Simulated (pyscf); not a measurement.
One substitution at C on the doublet surface with elements of a group swapped. ωB97M-D3(BJ)/def2-TZVP, eV, from the separated reactants. Optimised with ωB97X-D3(BJ)/def2-SVP in PySCF.

| step | barrier | reaction energy | imaginary mode (i cm⁻¹) |
|---|---|---|---|
| H₃C–Bi•–CH₃ + CH₄ -> H₃C–Bi(CH₃)–CH₃ + H• | 2.89 | +2.48 | 1254 |
| H₃C–Sb•–CH₃ + CH₄ -> H₃C–Sb(CH₃)–CH₃ + H• | ? | ? | 1367 |

Question: Some entries are withheld; supply them.

Answer: 
- H₃C–Sb•–CH₃ + CH₄ -> H₃C–Sb(CH₃)–CH₃ + H•, barrier: 2.74
- H₃C–Sb•–CH₃ + CH₄ -> H₃C–Sb(CH₃)–CH₃ + H•, reaction energy: +2.18

Each row is the saddle that its search found. Elements past Kr carry the def2 core potentials, without spin-orbit coupling.
